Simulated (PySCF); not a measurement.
Level of theory: UPBE0/[P def2-TZVP, H def2-TZVP], no relativity, density fitting, PySCF.

```xyz
5
charge 0 multiplicity 2, angstrom
P     0.0000    0.0000   -0.0457
H     0.0000    1.5156   -0.1607
H     0.0000   -1.5156   -0.1607
H     1.0780    0.0000    0.8631
H    -1.0780    0.0000    0.8631
```

PH4 (doublet), along the line from P1 (at 0) through H2 (at 1.520 Å).

Tabulate the fields along this line at -0.46, -0.30, -0.15, 0.08, 0.23, 0.38, 0.53, 0.68, 0.84, 0.99, 1.14, 1.29, 1.44, 1.67, 1.82, 1.98, 2.13, 2.28, 2.43 Å.


```csv
distance (Å),electron density (e/Å³),spin density (e/Å³),electron localisation function,electrostatic potential (V)
-0.46,2.65,-0.0188,0.185,86.6
-0.30,17.6,0.0423,0.832,187
-0.15,94.1,-0.0583,0.641,650
0.08,305,-0.288,0.332,1840
0.23,44.5,0.0791,0.861,318
0.38,6.59,0.00538,0.581,123
0.53,1.42,-0.0437,0.0801,62.9
0.68,0.964,-0.05,0.378,34.7
0.84,0.943,-0.0216,0.885,20.3
0.99,0.982,0.0386,0.97,14.5
1.14,1.12,0.138,0.99,17.4
1.29,1.47,0.309,0.998,37.1
1.44,2.17,0.605,1,160
1.67,1.41,0.474,1,66.5
1.82,0.735,0.277,1,22.1
1.98,0.383,0.162,0.999,9.46
2.13,0.205,0.096,0.998,4.37
2.28,0.112,0.0566,0.997,2.05
2.43,0.0632,0.0339,0.996,0.928
```

On a grid of 0.08 Å the density has a local minimum along the bond near 0.76 Å from P, at 0.94 e/Å³, where the ELF is 0.71.
